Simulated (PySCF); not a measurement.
Species: HNO.
SMILES with atom numbers: `[NH:1]=[O:2]` (hydrogens: H3 on N1)

Geometry (PBE0-D3(BJ)/def2-TZVP, Å), atoms numbered from 1 in this order:
```
atom  x, y, z in Å
N1    -0.332    0.247   -0.141
O2    -0.310   -0.698    0.582
H3     0.649    0.416   -0.515
```

All values: wB97X-D/pcSseg-2 (PySCF, non-relativistic), on one gas-phase PBE0-D3(BJ)/def2-TZVP geometry that isn't relaxed in the solvent. The solvent is an IEF-PCM continuum (cavity from Bondi-type radii × 1.2). Only the electrostatic response of the medium enters.

Gas phase at wB97X-D/pcSseg-2: HOMO -9.07 eV, LUMO -0.82 eV, dipole 1.73 D.

Problem. What does the continuum do to the energy, the frontier levels and the dipole at wB97X-D/pcSseg-2 in chloroform?

Solution. 
```json
{"solvent": "chloroform", "ε": "4.711", "E(solvent) − E(gas) (kcal/mol)": "-2.63", "polarisation term (kcal/mol)": "-3.02", "distortion of the solute (kcal/mol)": "0.39", "HOMO (eV)": "-8.97", "LUMO (eV)": "-0.70", "dipole (D)": "2.08"}
```

Polarisation term: ½ Σ q·V over the induced surface charges. Distortion: the rise of the solute's own energy as its density leaves the gas-phase optimum.

Problem. Which radius a makes the point-dipole formula ΔE = −[(ε − 1)/(2ε + 1)]·μ²/a³ give the value in chloroform, with the gas-phase dipole?

Solution. μ = 0.682 au and |ΔE| = 0.00419 Eh give a = 1.80 Å; the farthest nucleus lies 0.97 Å from the centroid of the nuclei. The formula assumes a rigid point dipole at the centre of a sphere.

Problem. Give the dipole vector in the frame of the coordinates (D, pointing from negative to positive charge), gas and chloroform.

Solution. Gas (1.42, 0.59, -0.81), solvent (1.68, 0.74, -0.98). Its length changes by +20 % and its direction by 1°.

wB97X-D is run here without its empirical dispersion term; that term would change no orbital, density or response property at a fixed geometry.
